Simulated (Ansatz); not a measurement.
Relative stability

Two relaxed structures of Si₂H₅O (charge +1), closed shell (PBE0-D4/def2-TZVP; forces vanish, vibrations not checked).

A:

O1  (-1.356, 0.255, -1.517)
Si2  (0.171, 1.087, -0.818)
Si3  (0.775, -0.141, 0.930)
H4  (-1.318, -0.228, -2.355)
H5  (-0.422, 2.424, -0.583)
H6  (2.016, 0.306, 1.605)
H7  (0.652, -1.614, 0.823)
H8  (-2.255, 0.573, -1.345)
(Å)

B:

```
8
angstrom
O -0.1347 0.6076 -0.4602
Si -1.7159 0.5969 -1.3602
Si 0.6584 -0.5185 0.7051
H -2.0460 -0.7303 -0.7094
H 0.3947 1.3970 -0.6573
H 0.8513 0.3187 1.9010
H 1.9017 -0.8980 0.0136
H -0.3604 -1.5712 0.8163
```

Computed with Ansatz 0.2.0 (basis: def2-TZVPP); correlated methods freeze the cores. B3LYP uses VWN-RPA correlation.

**Question.** Which structure is lower at CCSD(T), and by how much? (Judge from chemistry; the value comes from the calculation.)

**Answer.** Computed: B, by 1.308 eV (electronic energy, against the other). By their contacts, A is Si₂H₅O ([OH2][SiH][SiH2]), total charge +1 and B is Si₂H₅O ([SiH][OH][SiH3]), total charge +1.

All methods give the same order:

```csv
method,E(B) − E(A) (eV)
PBE-D4,-0.888
r2SCAN-D4,-1.002
PBE0-D4,-1.044
B3LYP-D4,-1.264
wB97M-V,-1.465
HF,-1.795
MP2,-1.419
CCSD,-1.426
CCSD(T),-1.308
```

The T1 diagnostic stays at or below 0.020. The restricted Hartree–Fock reference is unstable towards an unrestricted one at one or more of these structures. A large double-excitation amplitude points to some diradical character; no triplet was computed.

Labels in which every atom is bracketed show which atoms are joined, not bond orders.

For scale, one of the runs: CCSD(T)/def2-TZVPP, 185 basis functions, launched by `ansatz run in.yaml --threads 2 --pin off --events-out ev --progress --plain --max-ram 4352MiB`. The run took 51 s on 2 CPU threads of an Arm Neoverse N1 (shared host), with 1.7 GiB of host memory at its peak.
